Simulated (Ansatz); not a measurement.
**SiN2H+ (quintet): wave-function methods side by side, def2-QZVPP**

The task here is to estimate one member of a computed series from the others.

The runs use Ansatz 0.2.0, Gaussian basis; def2-QZVPP, core rule «outside noble gas», up to 7 orbitals frozen.

The runs, in order: UHF; ROHF; CCSD(T) on UHF.

3 further runs of the same task are left out: 1 that didn't finish, 2 set aside as unsound or not needed. Runs told in other sessions of the task aren't counted.

**The system**

The geometry is a PBE0/def2-TZVP stationary point (not a proven minimum) of the parent state, kept for this charge and spin.

4 atoms, charge 1, spin multiplicity 5.

Atoms are counted from 1 here; the program's logs count them from 0.

Bond lengths: N1–Si2 1.595 Å, N1–H4 1.005 Å, Si2–N3 1.809 Å. Angles: Si2–N1–H4 144.7°, N1–Si2–N3 105.3°.

The first run:

Input file in.yaml:

```yaml
crystal:
  periodic: [false, false, false]
  atoms:
    - {symbol: N, position_ang: [0.000000, -0.484969, 1.254083]}
    - {symbol: Si, position_ang: [0.000000, 0.524235, 0.018749]}
    - {symbol: N, position_ang: [0.000000, -0.526367, -1.454098]}
    - {symbol: H, position_ang: [0.000000, -0.553520, 2.257049]}
basis:
  gaussian: {orbitals: "def2-QZVPP.json"}
total_charge: 1
magnetization: {spin_polarized: true, initial_magnetization: 4}
hamiltonian: {xc: hf}
output: {orbitals: {seedname: orbitals}}
```

Launch:

```sh
$ ansatz run in.yaml --threads 1 --pin off --events-out ev --progress --plain --max-ram 2393MiB
```

Steps of the session up to this table: UHF; ROHF; CCSD(T) on UHF.

One table of the session follows, with a row left open; its other results are not shown here.

It belongs to the step «Misses and costs». 

```
  method  from UCCSD(T) (kJ/mol)
    ROHF                 +1182.2
     UHF                       ?
    UMP2                  +143.3
   UCCSD                   +47.1
UCCSD(T)                       0
```

Estimate the missing values for UHF.

The run gave: from UCCSD(T) (kJ/mol): +1135.6. In the column «from UCCSD(T) (kJ/mol)» it lies between UMP2 (+143.3) and ROHF (+1182.2).

Caveats from the session: Warnings: coupled cluster took another determinant than the lowest.
